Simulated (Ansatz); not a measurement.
Cost and result for the atomization energy of C₂F₂S, SMILES `FC1=C(F)S1` (5 atoms, 5 bonds).

Total charge 0; spin multiplicity 1. Geometry: relaxed with PBE0-D4/def2-TZVP. Program: Ansatz. All runs use 2 threads of an Arm Neoverse V1 on a shared host. Times are those of one run each, without the atoms' runs, and a repeat can differ threefold. Electronic energies, without spin–orbit coupling; frozen cores. CCSD(T)/CBS adds CCSD(T) − MP2 in def2-TZVPP to the MP2 limit, and its time is that of the two runs behind it. T1 = 0.013. B3LYP takes the VWN-RPA correlation (the form of Gaussian; ORCA's B3LYP/G).

CCSD(T)/CBS is a level of theory with its own doubt, some kJ/mol a heavy atom from the limit and from the frozen cores, so smaller differences don't rank the functionals.

```
                            level  functions  wall time
  PBE-D4/def2-TZVPP (with forces)        166        2 s
                 CCSD(T)/def2-SVP         74      2.1 s
               PBE0-D4/def2-TZVPP        166      2.2 s
B3LYP-D4/def2-TZVPP (with forces)        166      2.8 s
               RPA@PBE/def2-TZVPP        166      3.7 s
                B2PLYP/def2-TZVPP        166      3.9 s
            r2SCANh-D4/def2-TZVPP        166        4 s
              PBE-QIDH/def2-TZVPP        166      4.1 s
               ωB97X-V/def2-TZVPP        166        6 s
 ωB97M-V/def2-TZVPP (with forces)        166        8 s
                   MP2/def2-QZVPP        298       12 s
               CCSD(T)/def2-TZVPP        166       44 s
                CCSD(T)/CBS(def2)          –       55 s
```

What atomization energy does each give, and how far from CCSD(T)/CBS? (Estimate.)

Computed: 
```json
{"level": "PBE-D4/def2-TZVPP (with forces)", "atomization (kcal/mol)": "486.0", "difference from CCSD(T)/CBS": "43.9", "per bond": "8.8"}
{"level": "CCSD(T)/def2-SVP", "atomization (kcal/mol)": "408.7", "difference from CCSD(T)/CBS": "-33.4", "per bond": "-6.7"}
{"level": "PBE0-D4/def2-TZVPP", "atomization (kcal/mol)": "456.2", "difference from CCSD(T)/CBS": "14.1", "per bond": "2.8"}
{"level": "B3LYP-D4/def2-TZVPP (with forces)", "atomization (kcal/mol)": "442.0", "difference from CCSD(T)/CBS": "-0.1", "per bond": "0.0"}
{"level": "RPA@PBE/def2-TZVPP", "atomization (kcal/mol)": "386.2", "difference from CCSD(T)/CBS": "-55.9", "per bond": "-11.2"}
{"level": "B2PLYP/def2-TZVPP", "atomization (kcal/mol)": "438.1", "difference from CCSD(T)/CBS": "-4.0", "per bond": "-0.8"}
{"level": "r2SCANh-D4/def2-TZVPP", "atomization (kcal/mol)": "442.6", "difference from CCSD(T)/CBS": "0.5", "per bond": "0.1"}
{"level": "PBE-QIDH/def2-TZVPP", "atomization (kcal/mol)": "443.3", "difference from CCSD(T)/CBS": "1.2", "per bond": "0.2"}
{"level": "ωB97X-V/def2-TZVPP", "atomization (kcal/mol)": "447.1", "difference from CCSD(T)/CBS": "5.0", "per bond": "1.0"}
{"level": "ωB97M-V/def2-TZVPP (with forces)", "atomization (kcal/mol)": "448.9", "difference from CCSD(T)/CBS": "6.8", "per bond": "1.4"}
{"level": "MP2/def2-QZVPP", "atomization (kcal/mol)": "465.1", "difference from CCSD(T)/CBS": "23.0", "per bond": "4.6"}
{"level": "CCSD(T)/def2-TZVPP", "atomization (kcal/mol)": "423.9", "difference from CCSD(T)/CBS": "-18.2", "per bond": "-3.7"}
{"level": "CCSD(T)/CBS(def2)", "atomization (kcal/mol)": "442.1", "difference from CCSD(T)/CBS": "0.0", "per bond": "0.0"}
```

At CCSD(T), def2-SVP lies −33.5 kcal/mol from the extrapolated value and def2-TZVPP −18.3 kcal/mol: correlation converges slowly with the basis, and small sets miss more of it in the bonded molecule than in its fragments. In def2-TZVPP, CCSD(T) changes the Hartree–Fock value by +171.3 kcal/mol (the triples alone add +17.5 kcal/mol) and MP2 by +201.6 kcal/mol; breaking electron pairs costs correlation energy, which Hartree–Fock lacks. Leaving LDA and LC-ωPBE aside and taking each functional with its dispersion term where it has one, the values, not all of them listed here, spread over 82.0 kcal/mol, from BHLYP-D4 to PBE-D4. LDA lies +89.4 kcal/mol from PBE without D4, its usual overbinding.
